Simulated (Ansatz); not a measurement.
# CH₄BF: single points off equilibrium

A test off equilibrium: a structure displaced at random from a GFN2-xTB minimum is computed at several levels, and each is set against CCSD(T).

Computed with Ansatz 0.2.0, Gaussian basis. Level: single points in def2-TZVPP.

Cores are frozen in the correlated methods.

### Step 1. Starting geometry

SMILES `BCF`, 7 atoms, charge 0, spin multiplicity 1.

Atoms are counted from 1 here; the program's logs count them from 0.

Bond lengths: B1–C2 1.479 Å, B1–H4 1.095 Å, B1–H5 1.106 Å, C2–F3 1.296 Å, C2–H6 1.056 Å, C2–H7 1.121 Å. Angles: C2–B1–H4 121.1°, C2–B1–H5 115.4°, H4–B1–H5 123.5°, B1–C2–F3 119.8°, B1–C2–H6 107.7°, B1–C2–H7 116.5°, F3–C2–H6 106.3°, F3–C2–H7 101.9°, H6–C2–H7 103.2°.

Coordinates:

```xyz
7
CH4BF
B    -0.7394    0.1653   -0.4771
C     0.4911   -0.0574    0.3120
F     0.6933   -1.2055    0.8782
H    -1.5243   -0.5971   -0.5293
H    -0.8109    1.1495   -0.9770
H     0.5114    0.6617    1.0848
H     1.4636    0.1117   -0.2198
```

### Step 2. CCSD(T)/def2-TZVPP

Input file run/in.yaml:

```yaml
crystal:
  periodic: [false, false, false]
  atoms:
    - {symbol: B, position_ang: [-0.739400, 0.165300, -0.477100]}
    - {symbol: C, position_ang: [0.491100, -0.057400, 0.312000]}
    - {symbol: F, position_ang: [0.693300, -1.205500, 0.878200]}
    - {symbol: H, position_ang: [-1.524300, -0.597100, -0.529300]}
    - {symbol: H, position_ang: [-0.810900, 1.149500, -0.977000]}
    - {symbol: H, position_ang: [0.511400, 0.661700, 1.084800]}
    - {symbol: H, position_ang: [1.463600, 0.111700, -0.219800]}
basis:
  gaussian: {orbitals: def2-TZVPP}
correlation: {method: ccsd_t}
output: {forces: true}
```

No record of the launch command was kept for these runs.

### Step 3. PBE0-D4/def2-TZVPP

Changes to run/in.yaml since step 2:

```diff
@@ -12,3 +12,3 @@
   gaussian: {orbitals: def2-TZVPP}
-correlation: {method: ccsd_t}
-output: {forces: true}
+hamiltonian: {xc: pbe0, dispersion: d4}
+output: {forces: true, orbitals: {seedname: orbitals}}
```

### Step 4. wB97M-V/def2-TZVPP

Changes to run/in.yaml since step 3:

```diff
@@ -12,3 +12,3 @@
   gaussian: {orbitals: def2-TZVPP}
-hamiltonian: {xc: pbe0, dispersion: d4}
-output: {forces: true, orbitals: {seedname: orbitals}}
+hamiltonian: {xc: {name: wB97M-V}}
+output: {forces: true}
```

### Step 5. r2SCAN-D4/def2-TZVPP

Changes to run/in.yaml since step 4:

```diff
@@ -12,3 +12,3 @@
   gaussian: {orbitals: def2-TZVPP}
-hamiltonian: {xc: {name: wB97M-V}}
+hamiltonian: {xc: r2scan, dispersion: d4}
 output: {forces: true}
```

### Step 6. PBE-D4/def2-TZVPP

Changes to run/in.yaml since step 5:

```diff
@@ -12,3 +12,3 @@
   gaussian: {orbitals: def2-TZVPP}
-hamiltonian: {xc: r2scan, dispersion: d4}
+hamiltonian: {xc: pbe, dispersion: d4}
 output: {forces: true}
```

### Step 7. SPW92/def2-TZVPP

Changes to run/in.yaml since step 6:

```diff
@@ -12,3 +12,3 @@
   gaussian: {orbitals: def2-TZVPP}
-hamiltonian: {xc: pbe, dispersion: d4}
+hamiltonian: {xc: lda}
 output: {forces: true}
```

### Step 8. BLYP-D4/def2-TZVPP

Changes to run/in.yaml since step 7:

```diff
@@ -12,3 +12,3 @@
   gaussian: {orbitals: def2-TZVPP}
-hamiltonian: {xc: lda}
+hamiltonian: {xc: {name: BLYP}, dispersion: d4}
 output: {forces: true}
```

(Steps that only read results are left out.)

**Question.** What will these runs give? Wanted: energy less free atoms, CCSD(T)/def2-TZVPP; RMS force component; RMS force error; HOMO and LUMO, PBE0-D4; T1 diagnostic.

**Answer**, as computed:

```
                                  quantity                                                                                         value
energy less free atoms, CCSD(T)/def2-TZVPP                                                                                -2350.8 kJ/mol
                       RMS force component                                                          1.620 to 1.813 eV/Å over the methods
                           RMS force error  PBE0-D4 0.178, wB97M-V 0.111, r2SCAN-D4 0.181, PBE-D4 0.281, SPW92 0.484, BLYP-D4 0.282 eV/Å
                    HOMO and LUMO, PBE0-D4                                                                            -8.92 and -1.50 eV
                             T1 diagnostic                                                                                         0.010
```

What this shows: Against CCSD(T) the functionals' energies less atoms differ by -414.9 to -62.5 kJ/mol, PBE-D4 by -105.7 kJ/mol. A larger basis would deepen the CCSD(T) value, while the functionals are nearly converged already, so the order here is not reliable. For forces wB97M-V does best and SPW92 worst. Frozen-core CCSD(T) forces in triple zeta carry basis errors of their own, and this is one geometry, so small gaps rank nothing.
